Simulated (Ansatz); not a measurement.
System: rock-salt HfN. Method: LDA (PAW; Ansatz, an electronic-structure program).

Numerical settings: plane-wave cutoff 520 eV, 16×16×16 k mesh, Fermi–Dirac smearing 0.1 eV, perturbation theory, force constants from a 4×4×4 q mesh, scalar-relativistic PAW data made under PBE.

Computed at the level's own relaxed cell.

```
CELL_PARAMETERS angstrom
      0.00000     2.23388     2.23388
      2.23388     0.00000     2.23388
      2.23388     2.23388     0.00000
ATOMIC_POSITIONS crystal
  Hf 0.00000 0.00000 0.00000
  N  0.50000 0.50000 0.50000
```

Harmonic phonon frequencies (cm⁻¹; i marks an imaginary mode):

```csv
q point,frequencies
Γ,[?]
```

Q: What belongs in the gaps?

A: 
- Γ, frequencies: 0 0 0 515 515 515
